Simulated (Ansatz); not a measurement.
## Ansatz (development build ahead of 0.2.0) run

```yaml
crystal:
  periodic: [false, false, false]
  atoms:
    - { symbol: "N", position_ang: [0.0, 0.0, -0.79182] }
    - { symbol: S, position_ang: [0.0, 0.0, 0.79182] }
basis:
  gaussian: { orbitals: "6-31G" }
magnetization:
  initial_magnetization: 1
hamiltonian:
  xc: hf
correlation:
  method: ccsd_t
  frozen_orbitals: { "N": 1, S: 5 }
```

The input is written out in the form of the current development build from the run's settings. Correlation on restricted open-shell orbitals is semicanonical, with singles.

Output:

* Converged: yes
* Reference energy: -451.80229 hartree
* Correlation energy: -0.19143 hartree
* Total energy: -451.99372 hartree
